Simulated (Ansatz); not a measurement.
C3H3N, SMILES C[C]C#N, a geometry optimisation

Program: the Ansatz DFT code, driven from Python.

The script, `opt_c3h3n.py`:
```python
"""Relax the C3H3N molecule."""

import itertools

import ansatz as az
from ase.data import atomic_numbers, covalent_radii
import numpy as np

geometry_ang = [
    ("C", [-0.8815, 0.0549, -0.0082]),
    ("C", [0.3729, 0.9101, 0.0652]),
    ("C", [1.5764, 0.0725, 0.026]),
    ("N", [2.5261, -0.588, -0.005]),
    ("H", [-0.8989, -0.5228, -0.957]),
    ("H", [-1.7718, 0.716, 0.0236]),
    ("H", [-0.9233, -0.6426, 0.8554]),
]
molecule = az.Crystal.molecule()
for symbol, xyz in geometry_ang:
    molecule = molecule.atom(symbol, xyz)

model = (
    molecule.calculation()
    .basis(gaussian="6-31G*")
    .functional("b3lyp")
    .spin("collinear", total=2)
)
symbols = [site.symbol for site in molecule.cartesian_sites]
start = np.array([site.position_ang for site in molecule.cartesian_sites], dtype=float)
def progress(event):
    if event["event"] == "relax_step":
        row = event["data"]
        print(f"step {row['step']:3d}  E = {row['lagrangian_ev']:.6f} eV  largest force component {row['allowed_force_max_ev_ang']:.4f} eV/A")


report = model.relax(force_tolerance=0.02, max_steps=100).session().plan().execute(on_event=progress).report
end = np.array(report["positions_ang"])

for key in ("converged", "free_energy_ev", "reference_energy_ev", "n_frozen", "n_occupied", "n_virtual"):
    print(f"{key:22s} {report[key]}")

# pairs closer than 1.2 times the sum of covalent radii, before or after
radius = [covalent_radii[atomic_numbers[s]] for s in symbols]
span = lambda where, i, j: np.linalg.norm(where[i] - where[j])
bonded = [(i, j) for i, j in itertools.combinations(range(len(symbols)), 2) if min(span(start, i, j), span(end, i, j)) < 1.2 * (radius[i] + radius[j])]
print("pair        before    after (A)")
for i, j in bonded:
    print(f"{symbols[i]}{i}-{symbols[j]}{j}".ljust(10), f"{span(start, i, j):8.4f} {span(end, i, j):8.4f}")

charges = report["charge_distribution"]
print("dipole moment", round(4.803205 * float(np.linalg.norm(charges["dipole_moment_e_ang"])), 3), "D")
print("Mulliken:", [(s, round(q, 3)) for s, q in zip(symbols, charges["mulliken_charges_e"])])
with open("c3h3n_opt.xyz", "w") as handle:
    handle.write(f"{len(symbols)}\nrelaxed C3H3N\n")
    handle.writelines(f"{s:2s} {x:11.6f} {y:11.6f} {z:11.6f}\n" for s, (x, y, z) in zip(symbols, end))
```

```console
$ python opt_c3h3n.py
step   1  E = -4645.551214 eV  largest force component 3.9843 eV/A
step   2  E = -4646.007973 eV  largest force component 2.1591 eV/A
step   3  E = -4645.951610 eV  largest force component 4.6370 eV/A
step   4  E = -4646.199880 eV  largest force component 0.4503 eV/A
step   5  E = -4646.273513 eV  largest force component 0.2666 eV/A
step   6  E = -4646.325160 eV  largest force component 0.6721 eV/A
step   7  E = -4646.361906 eV  largest force component 0.3298 eV/A
step   8  E = -4646.367447 eV  largest force component 0.1422 eV/A
step   9  E = -4646.368381 eV  largest force component 0.1690 eV/A
step  10  E = -4646.368960 eV  largest force component 0.2579 eV/A
step  11  E = -4646.369579 eV  largest force component 0.1846 eV/A
step  12  E = -4646.370093 eV  largest force component 0.0352 eV/A
step  13  E = -4646.370152 eV  largest force component 0.0011 eV/A
converged              True
free_energy_ev         -4646.370325199454
reference_energy_ev    -4646.370325199454
n_frozen               0
n_occupied             [15, 13]
n_virtual              [51, 53]
pair        before    after (A)
C0-C1        1.5200   1.4501
C0-H4        1.1110   1.0990
C0-H5        1.1094   1.0990
C0-H6        1.1109   1.0990
C1-C2        1.4668   1.2902
C2-N3        1.1572   1.2170
dipole moment 4.358 D
Mulliken: [('C', -0.57), ('C', 0.366), ('C', 0.1), ('N', -0.499), ('H', 0.201), ('H', 0.201), ('H', 0.201)]
```

`c3h3n_opt.xyz`, as written:
```text
7
relaxed C3H3N
C    -0.992677   -0.012487   -0.014157
C     0.456908    0.017807    0.007312
C     1.746954    0.023983    0.025044
N     2.963838    0.033649    0.042024
H    -1.368472   -0.473149   -0.938530
H    -1.414415    1.000483    0.047174
H    -1.392235   -0.590185    0.831133
```

Caveats:
- Total energies depend on the basis set; only differences at equal settings carry meaning.
- The end point is the stationary point reached from this start; no frequency run checks that it is a minimum, and the basis set is modest.
- The species is open-shell (spin multiplicity 3).
- b3lyp holds the VWN-RPA fit, as in Gaussian; the form of ORCA and Turbomole is b3lyp5.
- Timing: 45 s on 1 thread of Intel(R) Xeon(R) Platinum 8488C (Sapphire Rapids) (shared host), peak memory 0.23 GiB.

(Lines on the test bed's own set-up are left out of the output.)
